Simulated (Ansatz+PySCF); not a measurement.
doublet C2H4(+): levels of theory in one basis

```csv
atom,x (Å),y (Å),z (Å)
C,0.0000,0.0000,-0.6939
C,0.0000,0.0000,0.6939
H,0.2305,-0.9035,-1.2575
H,-0.2305,0.9035,-1.2575
H,-0.2305,-0.9035,1.2575
H,0.2305,0.9035,1.2575
```

Basis set: cc-pVTZ (spherical functions). Left uncorrelated: 2 orbitals. Correlation on ROHF uses semicanonical orbitals with singles. Charge 1, multiplicity 2.

Computed with Ansatz (development build ahead of 0.2.0); each method stands on the lowest determinant of its kind that the runs found.

```
  method  E − E(ROHF) (eV)  <S²> of the determinant
    ROHF              0.00                     0.75
     UHF             -0.09                     0.76
ROHF-MP2             -7.59                        –
 UHF-MP2             -7.58                     0.76
```

(1) What does ROHF-CCSD(T) give on the same scale?

(2) Is a single determinant a sound starting point here?

Results:

(1) -8.71 eV.

(2) By this sign, yes. Unrestricted orbitals gain 0.09 eV and <S²> is 0.76 against 0.75 for a pure state.

Caution for ROHF-MP2, UHF-MP2: MP2 on this radical cation hangs on the determinant chosen.
